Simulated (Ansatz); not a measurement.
# C₂H₃O+: energies up the ladder

Aim: energies up the ladder, for C₂H₃O+, with the cost of each level. Charge +1.

Method: the levels named in each step, in Ansatz 0.2.0.

## 1. The structure to begin with

Bond lengths: C1–C2 1.375 Å, C2–O3 1.114 Å, C1–H4 1.100 Å, C1–H5 1.100 Å, C1–H6 1.100 Å. Angles: C1–C2–O3 180.0°, C2–C1–H4 110.7°, C2–C1–H5 110.7°, C2–C1–H6 110.7°, H4–C1–H5 108.2°, H4–C1–H6 108.2°, H5–C1–H6 108.2°.

Coordinates:

```xyz
6

C    -1.2812    0.0106   -0.0182
C     0.0937   -0.0008    0.0014
O     1.2072   -0.0099    0.0171
H    -1.6676   -0.7575   -0.7050
H    -1.6869   -0.1906    0.9847
H    -1.6582    0.9894   -0.3509
```

## 2. A rough first relaxation, PBE-D4/def2-SVP

The input, input.yaml:

```yaml
crystal:
  periodic: [false, false, false]
  atoms:
    - { symbol: C, position_ang: [-1.28116, 0.01059, -0.01816] }
    - { symbol: C, position_ang: [0.09374, -0.00082, 0.00137] }
    - { symbol: O, position_ang: [1.20718, -0.00993, 0.01711] }
    - { symbol: H, position_ang: [-1.6676, -0.75746, -0.70499] }
    - { symbol: H, position_ang: [-1.68689, -0.19058, 0.98474] }
    - { symbol: H, position_ang: [-1.65822, 0.98937, -0.35086] }
total_charge: 1
basis:
  gaussian: { orbitals: def2-SVP }
hamiltonian:
  xc: pbe
  dispersion: d4
relax:
  f_tol: 0.03
  max_steps: 200
```

On the command line:

```bash
$ ansatz run input.yaml --threads 4 --pin off --max-ram 10240MiB --backend cpu --events-out ev --progress --plain --runs-dir out
```

The runs that follow: Relaxation, PBE0-D4/def2-TZVPP; Frequencies, PBE0-D4/def2-TZVPP; Single point, PBE-D4/def2-TZVPP; Single point, r2SCAN-D4/def2-TZVPP; Single point, B3LYP-D4/def2-TZVPP; Single point, wB97M-V/def2-TZVPP; Single point, B2PLYP/def2-TZVPP; Single point, LDA/def2-TZVPP; Single point, PBE0-D4/def2-SVP; Single point, PBE-D4/def2-SVP; Single point, CCSD(T)/def2-TZVPP; Single point, CCSD(T)/def2-QZVPP.

**Question.** What will these runs give? Wanted: C1–C2 at PBE0-D4/def2-TZVPP; C2–O3 at PBE0-D4/def2-TZVPP; frequencies at PBE0-D4/def2-TZVPP; energy at CCSD(T)/CBS.

The runs gave:

| quantity | value |
| --- | --- |
| C1–C2 at PBE0-D4/def2-TZVPP | 1.418 Å |
| C2–O3 at PBE0-D4/def2-TZVPP | 1.111 Å |
| frequencies at PBE0-D4/def2-TZVPP | 425 to 3107 cm⁻¹ |
| energy at CCSD(T)/CBS | -4156.655 eV |

In words: No mode is imaginary, so the geometry is a minimum. These totals serve in differences with atoms or fragments at the same level; alone they don't rank the methods.
